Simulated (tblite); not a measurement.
Species: C₂H₇PS.
SMILES: `C[PH](C)=S`

Level: GFN2-xTB in tblite, geometry and Hessian alike; calculated harmonic values, unscaled, isolated species. The method is semi-empirical: single wavenumbers can be off by several per cent or more. Modes of hydrogen on phosphorus can be 10 to 20 % off.

Harmonic wavenumbers (cm⁻¹): 148.5, 168.5, 200.4, 223.7, 252.7, 635.6, 684.5, 743.3, 757.8, 775.2, 815.5, 893.5, 935.9, 963.3, 1306.9, 1308.0, 1405.5, 1414.1, 1422.8, 1430.7, 2213.7, 2985.9, 2988.9, 3000.2, 3003.8, 3010.8, 3016.2.

A = 6152, B = 3442, C = 2463 MHz; mass 94.001 u (most abundant isotopes); point group Cs, symmetry number 1.

Question: Zero-point energy?

Answer: Half the sum of the wavenumbers: 18353 cm⁻¹ = 52.47 kcal/mol.

Question: What is S at 200 K and 1 bar for an ideal gas of classical rigid rotors and harmonic oscillators?

Answer: Translation 37.58, rotation 25.03, vibration 7.86: S = 70.5 cal/(mol K).

Question: And Cp and H(200 K) − H(0)?

Answer: Cp = 18.47 cal/(mol K), of which vibrations give 10.52 (their classical limit is 27 R = 53.7); H(200 K) − H(0) = 2.57 kcal/mol without the zero-point energy, 0.98 from vibrations.

Question: How do the functions run with temperature in this model?

Answer: 
```
 T (K)  S (cal/(mol K))  Cp (cal/(mol K))  H − H(0) (kcal/mol)  G − H(0) (kcal/mol)  ln q(vib)
   150             65.5              16.0                 1.71                -8.12       0.88
   250             74.9              21.2                 3.56               -15.16       2.11
298.15             78.8              23.8                 4.65               -18.86       2.73
   400             86.6              29.0                 7.34               -27.29       4.05
   600             99.9              36.8                13.98               -45.98       6.66
   900            116.4              44.5                26.27               -78.52      10.38
```

q(vib) and H(0) count from the zero-point level.

Question: Which modes carry the vibrational entropy at 200 K?

Answer: 148.5 cm⁻¹: 1.95; 168.5 cm⁻¹: 1.72; 200.4 cm⁻¹: 1.42; 223.7 cm⁻¹: 1.24; 252.7 cm⁻¹: 1.05; 635.6 cm⁻¹: 0.12 cal/(mol K); the other 21 give 0.35 together.

Hindered rotation and anharmonicity are outside this model.
